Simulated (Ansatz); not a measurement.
# NH− (quartet): wave-function methods side by side at distance N1–H2 = 1.176 Å, 6-31++G**

Aim: climb from Hartree-Fock through coupled cluster and multireference methods for NH− (quartet) at one geometry and basis, and see what each rung misses.

Program: Ansatz 0.2.0, Gaussian basis. Level of theory: 6-31++G**, core rule «outside noble gas», up to 1 orbitals frozen. These are calculated values, not measurements.

To be run: UHF; CCSD(T) on ROHF; CCSD(T) on UHF; BCCD(T) on ROHF; CISD as a restricted active space (open shells left free, so some higher excitations enter); CCSDT(Q) on ROHF; CCSDT(Q) on UHF; CASSCF and MRCISD+Q, 7 electrons in 5 orbitals; CASSCF and NEVPT4(SD), 7 electrons in 5 orbitals; CASSCF and NEVPT2, 7 electrons in 5 orbitals; Full CI.

13 further runs of the same task are left out: 12 that didn't finish, 1 set aside as unsound or not needed. Runs told in other sessions of the task aren't counted.

## Step 1: What is computed

The geometry derives from a PBE0/def2-TZVPD stationary point (not a proven minimum). One bond is set to the value named and the two fragments are kept rigid.

2 atoms, charge -1, spin multiplicity 4.

Atoms are counted from 1 here; the program's logs count them from 0.

Bond lengths: N1–H2 1.176 Å.

## Step 2: UHF

in.yaml

```yaml
crystal:
  periodic: [false, false, false]
  atoms:
    - {symbol: N, position_ang: [0.000000, 0.000000, 0.000000]}
    - {symbol: H, position_ang: [0.000000, 0.000000, 1.176000]}
basis:
  gaussian: {orbitals: "6-31++G**"}
total_charge: -1
magnetization: {spin_polarized: true, initial_magnetization: 3}
hamiltonian: {xc: hf}
output: {orbitals: {seedname: orbitals}}
```

Started as:

```bash
$ ansatz run in.yaml --threads 1 --pin off --events-out ev --progress --plain --max-ram 2393MiB
```

The runs that follow: CCSD(T) on ROHF; CCSD(T) on UHF; BCCD(T) on ROHF; CISD as a restricted active space (open shells left free, so some higher excitations enter); CCSDT(Q) on ROHF; CCSDT(Q) on UHF; CASSCF and MRCISD+Q, 7 electrons in 5 orbitals; CASSCF and NEVPT4(SD), 7 electrons in 5 orbitals; CASSCF and NEVPT2, 7 electrons in 5 orbitals; Full CI.

Before running them: what should the planned runs give, taken together? Wanted: FCI from the RHF energy; RMP2 from FCI; UMP2 from FCI; RCCSD from FCI; RCCSD(T) from FCI; UCCSD(T) from FCI; RCCSDT(Q) from FCI; UCCSDT(Q) from FCI; NEVPT2 valence from FCI.

The runs gave:

| quantity | value |
| --- | --- |
| FCI from the ROHF energy | -3.9433 eV |
| RMP2 from FCI | +652.4 meV |
| UMP2 from FCI | +656.3 meV |
| RCCSD from FCI | +85.5 meV |
| RCCSD(T) from FCI | +18.0 meV |
| UCCSD(T) from FCI | +16.2 meV |
| RCCSDT(Q) from FCI | +0.2 meV |
| UCCSDT(Q) from FCI | -1.5 meV |
| NEVPT2 valence from FCI | +994.2 meV |
| NEVPT4(SD) valence from FCI | +112.7 meV |
| MRCISD+Q valence from FCI | -14.9 meV |
| levels within 1 kcal/mol (43 meV) | RCCSD(T), UCCSD(T), BCCD(T), RCCSDT, UCCSDT, RCCSDT(Q), UCCSDT(Q), MRCISD+Q valence |
| T1 diagnostic | 0.023 |
| effectively unpaired electrons | 3.02 |

**Reading.** RCCSD(T) misses by +18.0 meV, 0.5 % of the correlation energy. MRCISD+Q valence falls below full CI: the +Q correction isn't variational, and the cores differ from full CI's. One determinant dominates. Of the multireference levels listed MRCISD+Q valence comes nearest in total energy (-14.9 meV), which doesn't show that its space is the better one. These misses are within one basis, not against nature; the frozen cores of restricted and unrestricted runs differ, which can shift their rows. The highest orbital lies above zero: the basis alone holds the extra electron.

Levels on UHF freeze UHF's core orbitals, full CI those of ROHF, so the U rows can settle a little off it for that reason alone.

With open shells the CI space here admits some higher excitations, so it is larger than plain CISD.
